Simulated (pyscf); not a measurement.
Single points on ωB97X-D3(BJ)/def2-SVP structures (PySCF, gas phase). MP2 and CC: frozen core, UHF for open shells. ΔMP2 is the change of the MP2 total energy from the triple- to the quadruple-zeta basis.

`[OH][PH2]` + `[SiH4]` -> `[PH3]` + `[OH][SiH3]`
Surface: singlet. Broken: O–P, H–Si. Formed: H–P, O–Si. Give ΔE‡ and ΔE from CCSD(T)/def2-TZVPP + ΔMP2(QZVPP), relative to the separated reactants.

ΔE‡ = 153.5 kJ/mol, ΔE = -103.9 kJ/mol. Zero-point energy shifts the barrier by +5.8 kJ/mol. It is a four-centre exchange, with an imaginary mode of 560i cm⁻¹. One saddle was located; it need not be the lowest between these sides. The CCSD(T) − MP2 part came from Ansatz, without density fitting, on the same reference.
